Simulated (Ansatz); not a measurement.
# Property card for KP₂Ru₂

Computed with Ansatz 0.2.0, DFT PBEsol, scalar-relativistic, plane waves, PAW.

Cutoff 420 eV; k points 12×12×12 on the computed 5-atom cell (Γ-centred); Gaussian smearing, width 0.10 eV; no spin polarisation.

The structure is relaxed at this level of theory with its symmetry kept. Whether it is the stable form of this composition wasn't checked.

```cif
data_structure
_symmetry_space_group_name_H-M 'I4/mmm'
_symmetry_Int_Tables_number 139
_cell_length_a 4.0014
_cell_length_b 4.0014
_cell_length_c 12.1837
_cell_angle_alpha 90.000
_cell_angle_beta 90.000
_cell_angle_gamma 90.000
_cell_volume 195.08
loop_
_atom_site_label
_atom_site_type_symbol
_atom_site_symmetry_multiplicity
_atom_site_Wyckoff_symbol
_atom_site_fract_x
_atom_site_fract_y
_atom_site_fract_z
_atom_site_occupancy
K1 K 2 a 0.00000 0.00000 0.00000 1
P1 P 4 e 0.00000 0.00000 0.34188 1
Ru1 Ru 4 d 0.00000 0.50000 0.25000 1
```

```json
{
 "Space group": "I4/mmm (No. 139)",
 "Volume per atom": "19.51 Å³",
 "Formation energy from the elements' standard states (uncorrected)": "-0.627 eV/atom",
 "Kohn–Sham band gap": "none (metal)",
 "Density of states at the Fermi level": "2.46 states/eV per cell",
 "Löwdin character within 0.5 eV of the Fermi level": "Ru 4d 60 %, P 3p 28 %, unprojected 5 %",
 "Bulk modulus": "37 GPa",
 "Its pressure derivative": "3.2",
 "Bader charges (e)": "K (1 in the cell) 0.77, P (2 in the cell) -0.32, Ru (2 in the cell) -0.07"
}
```